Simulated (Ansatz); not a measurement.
# One step, two centres

Four-centre ligand exchange, with the central atom changed down its group and all else kept; in the first member these bonds form or tighten: B–O, H–H; these break or loosen: B–H, H–O.

Gas-phase electronic energies, without zero-point energy, by CCSD(T) at an estimated basis limit (MP2 extrapolated from triple and quadruple zeta, plus CCSD(T) − MP2 in triple zeta); Ansatz 0.2.0, def2-TZVPP and QZVPP, frozen cores, on PBE0-D4/def2-TZVP structures. Extrapolation: Hartree–Fock as exp(−7.88 √X), correlation as X^−2.97. All energies, in kJ/mol, count from the separated reactants, without counterpoise correction; the start and end structures are the complexes reached by relaxing down from the saddle, and deeper ones may exist. Brackets give SMILES, or, where every atom is bracketed, only which atoms are joined. Steps whose reference was doubtful or whose search ended elsewhere are left out.

| reactants | products | start structure | saddle | end structure | saddle by PBE-D4/TZ |
| --- | --- | --- | --- | --- | --- |
| CH₄O ([CH3][OH]) + BH₃ | CH₅BO ([BH2][O][CH3]) + H₂ | -83.0 | 27.1 | -140.2 | -15.9 |
| CH₄O ([CH3][OH]) + AlH₃ | CH₅AlO ([CH3][O][AlH2]) + H₂ | -102.0 | ? | -128.3 | -49.3 |

Question: What is the height of the saddle for CH₄O ([CH3][OH]) + AlH₃? (An estimate is asked for; the value comes from the calculation.)

Answer: The calculation gives: -26.4 kJ/mol relative to the separated reactants, the lower of the two; above its start structure the barrier is -26.4 − (-102.0) ≈ 75.6 kJ/mol.

Question: With the table complete: take k = (k_BT/h) exp(−E/k_BT), E being the saddle less the start structure. Which steps would take under a second at 373 K (100 °C)?

Answer: k = 1 s⁻¹ needs E = k_BT ln(k_BT/h × 1 s) = 0.03214 eV × 29.7 = 0.95 eV = 92 kJ/mol. Zero-point energy and entropy, left out here, can move a barrier by 0.15 eV or more, so: clearly faster: CH₄O ([CH3][OH]) + AlH₃ (75.6); clearly slower: CH₄O ([CH3][OH]) + BH₃ (110.1) (barriers in kJ/mol). These are rates out of the complex; where it is weakly bound it falls apart first at this temperature, and the saddle's height above the separated reactants, with the entropy of meeting, sets the rate.

Question: For which rows does the start complex face a lower barrier to react than to fall apart again?

Answer: Where the saddle lies below the separated reactants: CH₄O ([CH3][OH]) + AlH₃. In the others it is easier, by energy, to separate; entropy favours separation further in all rows.

Aluminium, larger and more positive than boron, binds the incoming molecule more strongly, and well and saddle both drop.

Question: How do the PBE-D4 saddles lie against the coupled-cluster estimate?

Answer: Both lower, by 22.9 to 43.0 kJ/mol.

This is the kind of ligand exchange by which a precursor binds to a hydroxyl group, or is hydrolysed, in atomic layer deposition of oxides.

The T1 diagnostic stays at or below 0.014.

For scale, one of the runs: CCSD(T)/def2-TZVPP, 202 basis functions, launched by `ansatz run in.yaml --threads 2 --pin off --events-out ev --progress --plain --max-ram 4352MiB`. The run took 54 s on 2 CPU threads of an Arm Neoverse V1 (shared host), with 2.5 GiB of host memory at its peak.
